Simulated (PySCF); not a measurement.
Compound: C3H7F2N.
Numbering: `[CH3:1][C@H:2]([NH2:3])[CH:4]([F:5])[F:6]` (hydrogens: H7, H8, H9 on C1; H10 on C2; H11, H12 on N3; H13 on C4)

Cartesian coordinates in Å at the PBE0-D3(BJ)/def2-SVP level; atoms count from 1:
```
atom  x, y, z in Å
C1    -0.6911   -0.9554   -0.8513
C2    -0.2269   -0.1735    0.3656
N3    -1.0331    1.0126    0.5517
C4     1.2570    0.1474    0.2687
F5     1.6501    0.8221    1.3775
F6     1.4842    0.9594   -0.7952
H7    -0.5495   -0.3604   -1.7670
H8    -0.1309   -1.8952   -0.9706
H9    -1.7592   -1.1901   -0.7529
H10   -0.3368   -0.8086    1.2630
H11   -0.7090    1.5237    1.3709
H12   -0.9001    1.6367   -0.2437
H13    1.9007   -0.7445    0.1624
```

Method: PySCF, PBE0-D3(BJ)/def2-SVP geometry optimisation, gas phase.

Take the most abundant isotopes and a rigid rotor. The values belong to one conformer with, in the numbering `[CH3:1][C@H:2]([NH2:3])[CH:4]([F:5])[F:6]`, C1–C2–N3–H 180° and -64°, C1–C2–C4–F5 -179°.

**Question.** Give the principal moments of inertia and the rotational constants in cm⁻¹.

**Answer.** Ia = 103.67, Ib = 175.48, Ic = 208.90 u·Å²; 505379 MHz·u·Å²/I gives 4875, 2880 and 2419 MHz, that is A = 0.16261, B = 0.09607, C = 0.08070 cm⁻¹.

**Question.** What kind of rotor is it?

**Answer.** An asymmetric top; Ray's κ = -0.625.

**Question.** Is it planar, by Δ = Ic − Ia − Ib?

**Answer.** Not planar: Δ = Ic − Ia − Ib = -70.24 u·Å². For a rigid frame Δ = −2 Σ m c², so Σ m c² = 35.12 u·Å² lies off the ab plane: 8.51 from hydrogen and 26.62 from heavier atoms. The atom farthest from that plane is 1.59 Å away.

**Question.** Predict some low-J microwave lines.

**Answer.** The dipole components are |μa| = 0.47 D, |μb| = 0.55 D, |μc| = 0.92 D. The squared components, which scale the intensities, stand as 0.26 : 0.36 : 1.00 (a : b : c). Some lines, for components of 0.1 D or more:

| type | branch | J(Ka,Kc) | MHz | lower level (cm⁻¹) |
| --- | --- | --- | --- | --- |
| a | Q | 1(1,0) ← 1(1,1) | 461 | 0.243 |
| a | Q | 2(1,1) ← 2(1,2) | 1382 | 0.581 |
| c | Q | 2(1,2) ← 2(0,2) | 1605 | 0.528 |
| c | Q | 1(1,1) ← 1(0,1) | 1995 | 0.177 |
| b | Q | 1(1,0) ← 1(0,1) | 2456 | 0.177 |
| b | Q | 2(1,1) ← 2(0,2) | 2988 | 0.528 |
| a | R | 1(0,1) ← 0(0,0) | 5299 | 0.000 |
| c | Q | 2(2,1) ← 2(1,1) | 5985 | 0.628 |
| b | Q | 2(2,0) ← 2(1,1) | 6056 | 0.628 |
| b | R | 1(1,1) ← 0(0,0) | 7294 | 0.000 |
| b | Q | 2(2,1) ← 2(1,2) | 7367 | 0.581 |
| c | R | 1(1,0) ← 0(0,0) | 7755 | 0.000 |
| b | R | 2(0,2) ← 1(1,1) | 8532 | 0.243 |
| a | R | 2(1,2) ← 1(1,1) | 10138 | 0.243 |
| a | R | 2(0,2) ← 1(0,1) | 10527 | 0.177 |
| a | R | 2(1,1) ← 1(1,0) | 11059 | 0.259 |
| b | R | 2(1,2) ← 1(0,1) | 12133 | 0.177 |
| c | R | 2(1,1) ← 1(0,1) | 13515 | 0.177 |
| b | R | 2(2,1) ← 1(1,0) | 17044 | 0.259 |
| c | R | 2(2,0) ← 1(1,0) | 17115 | 0.259 |
| c | R | 2(2,1) ← 1(1,1) | 17505 | 0.243 |
| b | R | 2(2,0) ← 1(1,1) | 17576 | 0.243 |

PBE0-D3(BJ)/def2-SVP frequencies: not computed here. No vibrational averaging or centrifugal distortion is included, and the geometry carries the error of its method. A rigid rotor knows nothing of inversion at nitrogen or internal rotation, which can split or shift real lines. Quadrupole hyperfine structure (14N) is left out.
